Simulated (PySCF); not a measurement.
Delta-SCF ions had no search for a lower state. Excitations are Tamm–Dancoff values on a coarser integration grid. The basis has no diffuse functions, so Rydberg states are missing or too high.

Cartesian coordinates (Å):
SMILES: [F][Al]([F])[F]
```xyz
4

F     -0.8307    -1.4301     0.0000
Al     0.0232    -0.0352     0.0009
F      1.6581    -0.0774    -0.0003
F     -0.7565     1.4022    -0.0004
```
Charge 0, multiplicity 1.

Q: What is the computed vertical ionisation energy (Delta-SCF), dipole moment and brightest of the four lowest singlets (TDA) (ωB97X-D3(BJ)/def2-TZVP (PySCF))?

A: 
The vertical ionisation energy (Delta-SCF) comes out as 14.91 eV. The dipole moment comes out as 0.01 D and the brightest of the four lowest singlets (TDA) comes out as 9.60 eV.
